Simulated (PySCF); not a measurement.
An unknown is described by computed data only.

Formula: C6H4S2.

- Rotational structure: rotational constants A, B, C: 3.359, 1.327, 0.951 GHz [PBE0-D3(BJ)/def2-SVP]
- UV, first state: lowest singlet excitation: 5.01 eV (247 nm, f = 0.264) [TDDFT wB97X-D/def2-SVPD]
- 1H NMR: chemical shifts (computed TMS as zero) by class: 7.29 (2 H), 7.21 (2 H) ppm [GIAO PBE0/pcSseg-1]
- Dipole: 0.00 D [wB97X-D/def2-SVPD]
- 13C NMR: chemical shifts (computed TMS as zero) by class: 145.1 (2 C), 134.9 (2 C), 124.0 (2 C) ppm [GIAO PBE0/pcSseg-1]
- Valence photoelectron: vertical ionisation energy: 8.21 eV [ΔSCF wB97X-D/def2-SVPD]
- Polarisability: 102.5 au [wB97X-D/def2-SVPD]
- Triplet: lowest triplet excitation (Tamm–Dancoff): 3.38 eV [TDA wB97X-D/def2-SVPD]
- NMR, other nuclei: isotropic shieldings of nuclei other than C and H, by class: 321 (2 S) ppm [GIAO PBE0/pcSseg-1]

The electronic properties come from PySCF, for the isolated species, density fitting. Levels stand in brackets. Isolated species at its PBE0-D3(BJ)/def2-SVP geometry, gas phase. NMR values are class means; diastereotopic atoms form classes of their own.

Task: Give a SMILES that accounts for the data.

Result: Numbering: `[cH:1]1[cH:2][c:3]2[s:4][cH:5][cH:6][c:7]2[s:8]1`. Its formula, C6H4S2, gives 5 degrees of unsaturation: 2 rings and 3 π bonds in the structure found (Kekulé form). 6 carbons fall into 3 classes; from least to most shielded: ring-fusion aromatic carbon [C3/C7] (145.1 ppm, 2 C), aromatic CH next to a ring sulfur [C1/C5] (134.9 ppm, 2 C), aromatic CH carbon [C2/C6] (124.0 ppm, 2 C). Hydrogen classes from least to most shielded: 2 H on 2 aromatic CH carbons, C2/C6 (7.29 ppm), 2 H on 2 like atoms (aromatic CH next to a ring sulfur), C1/C5 (7.21 ppm). The other shieldings belong to: 321 ppm, thiophene-type sulfur [S4/S8]. The first electron is taken from the HOMO, whose largest Löwdin shares are 0.17 on each of 2 atoms of one kind (aromatic CH next to a ring sulfur) and 0.14 on each of 2 atoms of one kind (aromatic CH carbon). The vanishing dipole is forced by symmetry. The optimised geometry has point group C2h and is an asymmetric top. Structure: TT, `c1cc2sccc2s1`. The assignments are read from this structure; whether some other isomer fits the data as well wasn't checked.
